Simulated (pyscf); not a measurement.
Cl⁻ + H₃C–I → H₃C–Cl + I⁻, a substitution at C (singlet surface; C–I broken, C–Cl formed). Single points on ωB97X-D3(BJ)/def2-SVPD structures (PySCF, gas phase). Correlated levels are frozen-core, on RHF or UHF. ΔMP2 is the change of the MP2 total energy from the triple- to the quadruple-zeta basis. Energies in kcal/mol from the separated reactants.

AM1 to PM7: differences of heats of formation from MOPAC. 

Problem. In single points PM3 puts the saddle at -18.8 kcal/mol and the reaction energy at -40.1 kcal/mol. Should these be trusted to within a few kcal/mol? Compare with CCSD(T)/def2-TZVPPD + ΔMP2(QZVPPD).

Solution. CCSD(T)/def2-TZVPPD + ΔMP2(QZVPPD) gives ΔE‡ = -4.1 kcal/mol and ΔE = -13.0 kcal/mol. PM3 lies 14.7 kcal/mol under it in the barrier and 27.1 kcal/mol under it in the reaction energy, so on this step it does not hold to within 3.0 kcal/mol. CCSD(T)/def2-TZVPPD + ΔMP2(QZVPPD) has limits of its own. On the reactant side the descent ends in a bound adduct, 10.5 kcal/mol under the separated species and 8.2 kcal/mol under the saddle at ωB97X-D3(BJ)/def2-TZVPD. On the product side the descent ends in a bound adduct, 8.2 kcal/mol under the separated species and 19.1 kcal/mol under the saddle at ωB97X-D3(BJ)/def2-TZVPD. At CCSD(T) the saddle lies under the separated reactants, which points to a path from their complex (located at ωB97X-D3(BJ) alone). One saddle was located; it need not be the lowest between these sides. The angle at the attacked C is 180°. The CCSD(T) − MP2 part came from Ansatz, without density fitting, on the same reference. The frozen core leaves the outer d or s,p core shells of the metals and heavy elements correlated in the MP2 and CC values, and def2-TZVPP describes them poorly, which can shift differences by a few kcal/mol. Elements past Kr carry the def2 core potentials, without spin-orbit coupling.
